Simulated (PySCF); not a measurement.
Isomers of H6SSi2. Theory: PBE0-D3(BJ)/def2-SVP geometry optimisation, gas phase (PySCF 2.14.0). One conformer each; no zero-point energy, no entropy. No frequencies were run at this level. Point groups hold within 0.08 Å.

Task: Rank from lowest to highest electronic energy at this level (kJ/mol).
A. `[SiH3:1][SiH2:2][SH:3]` with Si1–Si2–S3–H -56°
B. `[SiH3]S[SiH3]`

Result: B (0.0), A (44.7).

As drawn, the higher has an S–H bond and an Si–Si bond, which the lower lacks.

```tsv
SMILES	E (Eh)	E rel (kJ/mol)	dipole (D)	point group	A, B, C (MHz)
[SiH3]S[SiH3]	-980.12429	0.0	1.19	near Cs	9470, 2766, 2254
[SiH3][SiH2]S	-980.10725	44.7	1.16	–	9987, 2230, 1922
```

Task: How do the relative energies change in single points at PBE0/pcSseg-2 (no added dispersion term) on the same geometries?

Result: 
| SMILES | PBE0-D3(BJ)/def2-SVP (kJ/mol) | PBE0/pcSseg-2 (kJ/mol) | shift |
| --- | --- | --- | --- |
| [SiH3]S[SiH3] | 0.0 | 0.0 | 0.0 |
| [SiH3][SiH2]S | 44.7 | 47.5 | +2.8 |

Each column counts from its own lowest isomer. The order is unchanged; the largest shift is 2.8 kJ/mol.

Task: As an exercise, what shares would exp(−E/RT) give at 2000 K from these electronic energies alone (no entropy, no degeneracies)?

Result: RT = 16.629 kJ/mol: [SiH3]S[SiH3] 93.6 %, [SiH3][SiH2]S 6.4 %.
